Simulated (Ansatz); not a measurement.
Si: from supercell energies to defect levels (C interstitial)

These are results of Ansatz, DFT PBE, scalar-relativistic, plane waves, PAW, not measurements. Settings: 420 eV cutoff, 2×2×2 k-mesh, shifted by half a step, Gaussian smearing of 0.01 eV, collinear spin in charge +1 alone.

Host crystal, relaxed:

```cif
data_structure
_symmetry_space_group_name_H-M 'P 1'
_symmetry_Int_Tables_number 1
_cell_length_a 3.8679
_cell_length_b 3.8679
_cell_length_c 3.8679
_cell_angle_alpha 60.000
_cell_angle_beta 60.000
_cell_angle_gamma 60.000
_cell_volume 40.92
loop_
_atom_site_label
_atom_site_type_symbol
_atom_site_fract_x
_atom_site_fract_y
_atom_site_fract_z
_atom_site_occupancy
Si1 Si 0.75000 0.75000 0.75000 1
Si2 Si 0.50000 0.50000 0.50000 1
```

The C interstitial was set at (0.000, 0.000, 0.000) of the host cell, in a supercell of 32 sites (655 Å³), relaxed at fixed cell in each charge q, from a start with the atoms near it displaced at random. In charges +1, 0 some atom moved by up to 1.7 Å, so the relaxed defect can differ in kind from the start: near the site, 4 Si at 2.37 Å, 6 Si at 2.73 Å became 1 Si at 1.77 Å, 2 Si at 1.85 Å (charge +1); 1 Si at 1.75 Å, 2 Si at 1.82 Å (charge 0). The host's Kohn–Sham gap is 0.61 eV and its static dielectric constant 13.0 (mean). For each charge: the supercell's free energy over the neutral one with q electrons exchanged at the valence band top, F(q) − F(0) + qE_v; the image-charge term; and the term that aligns the potential far from the defect with the host's.

```
 q F(q) − F(0) + qE_v (eV) image charge (eV) alignment (eV)
+1                   -0.250              0.184           0.090
 0                    0.000              0.000           0.000
```

**Question.** Add the terms and find the levels between neighbouring charges, ε(q/q′) = [A(q′) − A(q)]/(q − q′), with and without the two corrections.

**Answer.** A(q): 0.024 eV for +1, 0.000 eV for 0.
```tsv
level	corrected (eV over E_v)	uncorrected (eV)
(+1/0)	-0.02	0.25
```

As a check, a point charge in a simple cubic cell of this volume has q²αe²/(2εL) = 0.181 q² eV (e² = 14.40 eV Å, α = 2.837, L = 8.68 Å); the shape of the real cell can change it somewhat. The term grows as q², so it pushes donor levels down and acceptor levels up. The program doubts the alignment for q = +1, so levels beside it are uncertain by about that term.

**Question.** Which of these charges is lowest with the Fermi level at the valence band top, at mid-gap and at the conduction band bottom?

**Answer.** The line A(q) + qE_F that lies lowest gives the charge: 0 at E_F = 0.00 eV, 0 at E_F = 0.30 eV, 0 at E_F = 0.61 eV. (+1/0) falls outside this Kohn–Sham gap, so the change of charge isn't reached within it; the real gap is usually wider and may hold a localised level, while a level that comes from a carrier in the host's bands only marks the band edge and moves with it. In charge +1 the cell has partly filled levels, from a carrier spread over the host's bands, a defect level that the small cell broadens into a band, or a degenerate defect level, so the levels beside it are doubtful. In charge +1 the extra carrier sits in the host's bands, sampled away from their edge; a term of -0.02 eV would put the level beside it at that edge (it also undoes corrections that don't apply to a spread carrier) and isn't included above. Without the alignment that the program doubts, the level (+1/0) would lie at 0.07 eV, inside the gap, so these runs don't decide whether the defect changes charge there. Charges beyond those computed could lie lower near the band edges.

**Question.** The neutral defect forms at 3.46 eV with atoms taken from and returned to the elements. What are the formation energies at those three Fermi levels, and what share of sites would hold the defect at 1200 K with E_F at mid-gap, if the host still stood at that temperature?

**Answer.** E_f = E_f(0) + A(q) + qE_F = 3.46, 3.46, 3.46 eV. In the dilute limit the share is exp(−E_f/k_BT) = exp(−3.457/0.1034) = 3.0×10⁻¹⁵, leaving out degeneracy and vibrational entropy. This is the C-rich limit; a poorer supply of C, or a competing compound of it, raises E_f. The small cell and the narrow Kohn–Sham gap leave errors of tenths of an eV or more, which change the share by orders of magnitude.

Cost: 3 runs of about 20 core-minutes in all, on Intel Xeon Platinum 8259CL (Skylake/Cascade Lake) (shared hosts).